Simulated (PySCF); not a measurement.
CH6Si, SMILES C[SiH3]. The structure is a stationary point at PBE-D3(BJ)/def2-TZVP. The isomer is the one that the SMILES or the coordinates give; other isomers of the formula were not compared.

These are PBE-D3(BJ)/def2-TZVP in PySCF 2.14.0 values and carry that method's errors.

Harmonic wavenumbers (cm⁻¹): 193, 500, 500, 684, 854, 854, 901, 921, 921, 1236, 1411, 1411, 2157, 2162, 2162, 2979, 3061, 3061. Rotational constants (GHz): 55.42, 10.82, 10.82; symmetry number 3.

Work out the zero-point energy and the ideal-gas rigid-rotor harmonic-oscillator thermochemistry at 298.15 K and 1 atm.

ZPE = ½ Σ hcν = ½ × 25966 cm⁻¹ = 155.31 kJ/mol. H − E(el) = 169.04 kJ/mol. Entropy in J/(mol K): translation 156.53, rotation 80.54, vibration 19.44, total 256.51. G − E(el) = 92.56 kJ/mol. Cp = 67.53 J/(mol K).
